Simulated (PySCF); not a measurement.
# BrH3N: the cost of one run

Programs: PySCF 2.14.0. All values are calculated, for the isolated system unless a continuum is named. Atoms count from 0, parts from 1.

### Step 1. Starting point

5 atoms, charge -1, multiplicity 1; geometry: GFN2-xTB. Parts: 1 = atom 0, `[Br-]`, charge -1; 2 = atoms 1–4, `N`, charge 0.

### Step 2. Geometry optimisation at PBE0-D3(BJ)/def2-TZVPD

The job: settings as JSON, then the geometry in Å.

```
{"job": {"xc": "PBE0", "basis": "def2-TZVPD", "d3": "d3bj", "grid": 3, "kind": "geom", "shake": 0.01}, "charge": -1, "multiplicity": 1, "parts": [{"atoms": "0-0", "charge": -1, "multiplicity": 1}, {"atoms": "1-4", "charge": 0, "multiplicity": 1}]}
Br     0.117309     0.045631     0.233125
N      0.752601    -0.253331    -3.227507
H      0.998327    -1.228546    -3.137493
H      0.832588     0.126207    -2.278226
H     -0.233165    -0.250681    -3.470160
```

Launch:

```console
> OMP_NUM_THREADS=1 python cluster_run.py task.json out
```

The driver reads the jobs from task.json and runs them one after another.

**Question.** How long does this first job take on 1 thread of Arm Neoverse N1, shared host, and how much memory does it need?

About 20 s, with a peak of 0.54 GiB.
